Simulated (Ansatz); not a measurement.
`N=C=CO` and `N=C=C(O)F` differ in one atom or group.

Ansatz, PBE0-D4/def2-TZVP geometries, multiplicity 1. Each molecule was computed in one conformer, which needn't be the lowest.

| property | `N=C=CO` |
| --- | --- |
| LUMO energy (PBE/def2-TZVPP) / eV | -1.94 |
| HOMO–LUMO gap (ωB97M-V/def2-TZVPP) / eV | 9.67 |
| size of the dipole moment (PBE/def2-TZVPP) / D | 1.23 |
| HOMO energy (PBE/def2-TZVPP) / eV | -4.89 |
| HOMO–LUMO gap (PBE0/def2-TZVPP) / eV | 5.30 |
| LUMO energy (PBE0/def2-TZVPP) / eV | -0.85 |

Task: What does the change do to each property? (Best estimate.)

Result: Computed: 
| property | `N=C=C(O)F` | shift |
| --- | --- | --- |
| LUMO energy (PBE/def2-TZVPP) / eV | -2.17 | -0.23 |
| HOMO–LUMO gap (ωB97M-V/def2-TZVPP) / eV | 10.01 | 0.34 |
| size of the dipole moment (PBE/def2-TZVPP) / D | 0.89 | -0.34 |
| HOMO energy (PBE/def2-TZVPP) / eV | -5.25 | -0.36 |
| HOMO–LUMO gap (PBE0/def2-TZVPP) / eV | 5.48 | 0.18 |
| LUMO energy (PBE0/def2-TZVPP) / eV | -1.07 | -0.22 |

With PBE0 the HOMO falls by 0.39 eV and the LUMO falls by 0.22 eV, so the gap widens by about 0.17 eV. PBE moves the HOMO by -0.36 eV and ωB97M-V by -0.39 eV. Dipoles are sizes alone; their direction can turn.
